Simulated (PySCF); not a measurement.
NMR data simulated for an unnamed compound:

¹H NMR (300 MHz, computed): δ 2.56 (q, 2H), 2.52 (s, 3H), 1.12 (t, 3H), -0.18 (br s, 1H).

¹³C{¹H} NMR (computed): δ 52.1 (CH2), 40.7 (CH3), 18.5 (CH3).

- geometry from PBE0-D3(BJ)/def2-TZVP
- B97-2/pcSseg-2 with gauge-including orbitals
- program: PySCF 2.14.0 with density-fitted response routines
- one averaged value for each set of equivalent atoms, relativity neglected, one conformer, isolated molecule

Scale: ¹H (31.64 ppm), ¹³C (185.38 ppm) against TMS (reference shieldings calculated alike).

Which of these does the molecule contain: a carboxylic acid, an N-methyl group, a tert-butyl group, an NH or NH2 group, a CH3CH2 unit, a ketone?

Results:


- A carboxylic acid: no.
- An N-methyl group: yes (δC 40.7; δH 2.52 (s)).
- A tert-butyl group: no.
- An NH or NH2 group: yes (δH -0.18 (br s)).
- A CH3CH2 unit: yes (δC 18.5, 52.1; δH 1.12 (t), 2.56 (q)).
- A ketone: no.

The data belong to Methylaminoethane (SMILES CCNC); they needn't prove each group on their own.

Carbon signals by region: 1 at 50–100 ppm, 2 below 50 ppm.

The OH or NH signal is concentration- and solvent-dependent in practice; the value given is the gas-phase one. Shifts are as computed. Against solution values, carbons near 30 ppm lie about +3 ppm off and those near 130 ppm about +7 ppm. Of 1211 compounds with measured shifts, 218 miss one by over three times the rms of a fit or turn the order of signals round; such compounds aren't used in these exercises. Multiplicities follow the n + 1 count of equivalent neighbours, as no J values were calculated; m marks all less simple cases, F and P coupling included.
